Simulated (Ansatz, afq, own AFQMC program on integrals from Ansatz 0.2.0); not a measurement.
**Breaking Si3–Cl5 in CH4Cl2OSeSi, singlet**

```xyz
10

C     0.6050   -1.5099    0.0175
O     0.4726   -0.3168   -0.7190
Si   -0.6082    0.8823   -0.4447
Cl   -2.5325    0.1698   -0.5881
Cl   -0.2612    2.2535   -1.9196
Se   -0.4665    1.7742    1.6297
H     1.4665   -2.0630   -0.3820
H    -0.2949   -2.1400   -0.0789
H     0.7792   -1.3064    1.0881
H     0.9232    2.2051    1.4000
```

Products: CH$_{4}$ClOSeSi (doublet; CH3–O–Si(–SeH)–Cl) and Cl (doublet), each relaxed with PBE0/def2-SVP like the molecule; electronic energies without zero-point terms. Determinants: RHF, UHF and UHF in that order.

Basis def2-SVP. Only valence electrons are correlated. Ansatz 0.2.0 and our own AFQMC program on the same integrals; the CISD trial comes from CCSD amplitudes, and released means the phaseless constraint is let go. Error bars are statistical, one sigma. No spin–orbit coupling. The errors of all members are added in quadrature.

No full CI on the walks' own integrals is used here. The released AFQMC energy serves as the reference, which it does only where one determinant dominates, the energy is flat over the last release times and near the phaseless one (40 meV or 2 meV an electron, half that with transition metals). On small molecules, where full CI could be run and the noise was under 10 meV, such values lay within 10 meV of it in 19 cases of 20, a flattering rate, since the rule was set on those same cases; what remains of the bias isn't in the error bar. Each member takes its own surest rung, up to full CI.

The best estimate is CCSD(T) at the basis-set limit (CBS: def2-TZVPP and def2-QZVPP, with their diffuse functions for anions and beside diffuse sets, MP2 extrapolated, CCSD(T) minus MP2 from TZVPP) plus the step from CCSD(T) to AFQMC with the constraint released in def2-SVP. Rows without CBS are in def2-SVP, the functionals in def2-TZVP; B2PLYP and the wave-function rows carry a basis error of their own. Core correlation and relativity beyond core potentials are missing, and ± holds the sampling alone.

Cautions: inner d shell frozen; no relativity below Rb; no spin-orbit coupling; CH₄Cl₂OSeSi (singlet): the released value is read at 0.63 1/Eh with a noise of 21 meV, more than in the cases checked, later times being too noisy (meV from the phaseless value at times in 1/Eh: -5 ± 11 at 0.21, -31 ± 17 at 0.42, -28 ± 21 at 0.63, -14 ± 24 at 0.90); CH₄ClOSeSi (doublet): the released value is read at 0.90 1/Eh with a noise of 17 meV, more than in the cases checked (meV from the phaseless value at times in 1/Eh: 1 ± 11 at 0.21, 12 ± 14 at 0.42, 2 ± 20 at 0.63, -12 ± 17 at 0.90).

```csv
level,bond energy (kJ/mol)
B2PLYP,449.4
MP2,451.3
PBE,448.7
```

Q: From these cheaper values, estimate the bond energy at the level of the best estimate.

A: 476.3 ± 2.6 kJ/mol (best estimate, highest rung released AFQMC).

```json
{"level": "HF", "bond energy (kJ/mol)": "347.6", "error against the best estimate (kJ/mol)": "-128.8 ± 2.6"}
{"level": "CCSD", "bond energy (kJ/mol)": "426.8", "error against the best estimate (kJ/mol)": "-49.6 ± 2.6"}
{"level": "CCSD(T)", "bond energy (kJ/mol)": "432.3", "error against the best estimate (kJ/mol)": "-44.0 ± 2.6"}
{"level": "ph-AFQMC/CISD", "bond energy (kJ/mol)": "432.0 ± 1.6", "error against the best estimate (kJ/mol)": "-44.3 ± 3.1"}
{"level": "released AFQMC", "bond energy (kJ/mol)": "433.2 ± 2.6", "error against the best estimate (kJ/mol)": "-43.2"}
{"level": "HF/CBS", "bond energy (kJ/mol)": "351.8", "error against the best estimate (kJ/mol)": "-124.5 ± 2.6"}
{"level": "MP2/CBS", "bond energy (kJ/mol)": "500.8", "error against the best estimate (kJ/mol)": "24.5 ± 2.6"}
{"level": "CCSD(T)/CBS", "bond energy (kJ/mol)": "475.4", "error against the best estimate (kJ/mol)": "-1.0 ± 2.6"}
{"level": "r2SCAN", "bond energy (kJ/mol)": "456.0", "error against the best estimate (kJ/mol)": "-20.3 ± 2.6"}
{"level": "PBE0", "bond energy (kJ/mol)": "452.3", "error against the best estimate (kJ/mol)": "-24.0 ± 2.6"}
{"level": "B3LYP", "bond energy (kJ/mol)": "431.7", "error against the best estimate (kJ/mol)": "-44.6 ± 2.6"}
{"level": "wB97M-V", "bond energy (kJ/mol)": "478.7", "error against the best estimate (kJ/mol)": "2.4 ± 2.6"}
```

Correlation beyond CCSD(T) changes it by less than twice the noise. Going to the basis-set limit adds 43.1 kJ/mol at CCSD(T). The perturbative (T) step is worth +5.5 kJ/mol.

Best estimates are given only where the step beyond CCSD(T) is under 0.3 eV and no member's determinant is very poor (T1 over 0.05, or 0.07 for open shells, ⟨S²⟩ too high by 0.3, two states mixed), so the hardest cases are missing from such tables.

The functionals ran in a triple-zeta set and keep a basis error of their own, a few kJ/mol for each bond in atomization energies and more for double hybrids, so close places among them and the extrapolated levels can swap.

Each member of a difference takes its own highest rung, so a best estimate needn't equal the limit plus the step of one row. Released energies are given only where the last usable release times agree within the noise; a slower fall can still hide under it.
